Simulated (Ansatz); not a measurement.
Process, species as SMILES: Cl atom → [Cl-] (an electron is taken up)
B3LYP-D3(BJ)/def2-TZVP geometries, fixed; electronic energies without zero-point terms; positive where energy is released.
Largest species:
```
Cl
```
Charge 0, spin multiplicity 2.

How fast the adiabatic electron affinity converges with the basis for several methods (Ansatz, an electronic-structure program): deviation from each method's own reference, in eV. References: CCSD(T) 3.665 eV, Hartree-Fock in aug-cc-pV(5+d)Z plus the correlation part extrapolated as X^-3 from aug-cc-pV(Q+d)Z and aug-cc-pV(5+d)Z; HF 2.368 eV, the value in aug-cc-pV(5+d)Z; MP2 3.799 eV, Hartree-Fock in aug-cc-pV(5+d)Z plus the correlation part extrapolated as X^-3 from aug-cc-pV(Q+d)Z and aug-cc-pV(5+d)Z; PBE 3.650 eV, the value in aug-cc-pV(5+d)Z; PBE0 3.566 eV, the value in aug-cc-pV(5+d)Z; wB97M-V 3.633 eV, the value in aug-cc-pV(5+d)Z. Cartesian d functions, on some or all atoms, in 6-311G**; all else is spherical. In correlated methods cores are frozen. Open shells are unrestricted. No added dispersion term, no relativity. Functionals ending in -V hold VV10 correlation. 

```tsv
basis	functions	CCSD(T)	HF	MP2	PBE	PBE0	wB97M-V
pcseg-0	13	-1.789	-0.781	-1.937	-1.196	…	-1.203
def2-SVP	18	-1.809	-0.955	-1.818	-1.312	…	-1.281
aug-pcseg-1	27	-0.219	0.137	-0.238	0.079	…	0.072
def2-SVPD	27	-0.217	0.160	-0.239	0.111	…	0.114
6-311G**	27	-0.643	0.097	-0.674	-0.050	…	-0.039
pcseg-2	34	-0.649	-0.123	-0.642	-0.262	…	-0.251
def2-TZVPD	46	-0.213	0.015	-0.214	0.009	…	0.005
aug-pcseg-2	50	-0.192	0.024	-0.197	0.013	…	0.008
cc-pV(Q+d)Z	64	-0.239	-0.093	-0.261	-0.191	…	-0.150
aug-cc-pV(Q+d)Z	89	-0.059	0.002	-0.076	0.001	…	0.001
cc-pV(5+d)Z	100	-0.131	-0.051	-0.148	-0.122	…	-0.087
pcseg-4	105	-0.076	-0.006	-0.091	-0.018	…	-0.011
```

Q: Fill in the missing entries.

A: 
- pcseg-0, PBE0: -1.002
- def2-SVP, PBE0: -1.128
- aug-pcseg-1, PBE0: 0.094
- def2-SVPD, PBE0: 0.128
- 6-311G**, PBE0: 0.007
- pcseg-2, PBE0: -0.192
- def2-TZVPD, PBE0: 0.009
- aug-pcseg-2, PBE0: 0.016
- cc-pV(Q+d)Z, PBE0: -0.141
- aug-cc-pV(Q+d)Z, PBE0: 0.001
- cc-pV(5+d)Z, PBE0: -0.086
- pcseg-4, PBE0: -0.012

Mean absolute deviation over 6-311G**, pcseg-2, def2-TZVPD, aug-pcseg-2: PBE0 0.056, HF 0.065, wB97M-V 0.076, PBE 0.083, CCSD(T) 0.425, MP2 0.432 eV.
